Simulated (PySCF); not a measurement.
From one molecule to another.

First species: methanol, CH4O.
SMILES: `CO`

Second species: C₂H₈O₂Si₃.
SMILES: `C#C[SiH2]O[SiH2][SiH2]O`

Levels: PBE0/def2-SVPD for dipole moment, HOMO energy, LUMO energy, HOMO–LUMO gap, static isotropic polarisability and electronic spatial extent ⟨r²⟩ about the centre of nuclear charge; TDDFT PBE0/def2-SVPD for lowest singlet excitation; TDA PBE0/def2-SVPD for lowest triplet excitation (Tamm–Dancoff); GFN2-xTB for rotational constant A and rotational constant C. Geometries: GFN2-xTB. Each species is one conformer at its optimised geometry, gas phase, non-relativistic unless stated; the electronic structure was computed with PySCF and density fitting.

Dipoles, sizes and rotational constants follow the conformer. The torsions of the flexible species, by atom-mapped SMILES:
- `[CH:1]#[C:2][SiH2:3][O:4][SiH2:5][SiH2:6][OH:7]`: C2–Si3–O4–Si5 62°, Si3–O4–Si5–Si6 68°, O4–Si5–Si6–O7 -179°, H–O7–Si6–Si5 180°

Values for the first species:

| Quantity | Value |
| --- | --- |
| Dipole moment | 1.67 D |
| HOMO energy | -7.99 eV |
| LUMO energy | 0.59 eV |
| HOMO–LUMO gap | 8.58 eV |
| Lowest singlet excitation | 6.93 eV |
| Lowest triplet excitation (Tamm–Dancoff) | 6.59 eV |
| Static isotropic polarisability | 20.7 au |
| Electronic spatial extent ⟨r²⟩ about the centre of nuclear charge | 84 bohr² |
| Rotational constant A | 128.018 GHz |
| Rotational constant C | 24.323 GHz |

Problem. Estimate the same properties for the second species, and the change in each.

Solution. 
| property | first | second | second less first |
| --- | --- | --- | --- |
| dipole moment | 1.67 D | 1.25 D | -0.42 D |
| HOMO energy | -7.99 eV | -7.95 eV | +0.04 eV |
| LUMO energy | 0.59 eV | -1.03 eV | -1.62 eV |
| HOMO–LUMO gap | 8.58 eV | 6.92 eV | -1.66 eV |
| lowest singlet excitation | 6.93 eV | 5.69 eV | -1.24 eV |
| lowest triplet excitation (Tamm–Dancoff) | 6.59 eV | 4.94 eV | -1.65 eV |
| static isotropic polarisability | 20.7 au | 105.9 au | +85.2 au |
| electronic spatial extent ⟨r²⟩ about the centre of nuclear charge | 84 bohr² | 2062 bohr² | +1978 bohr² |
| rotational constant A | 128.018 GHz | 3.495 GHz | -124.523 GHz |
| rotational constant C | 24.323 GHz | 0.545 GHz | -23.778 GHz |

On the first: No computed singlet falls in the visible range (750 to 380 nm, 1.65 to 3.26 eV); S1 lies 3.67 eV above its blue end. The principal polarisabilities are 19.4, 20.0 and 22.6 au; their mean is the isotropic value.

On the second: The vertical singlet–triplet gap S1 − T1 is 0.75 eV (TDDFT singlet less Tamm–Dancoff triplet; S1: HOMO→LUMO, weight 0.96; T1: HOMO−2→LUMO+1, weight 0.32, beside HOMO−1→LUMO+2, weight 0.23).
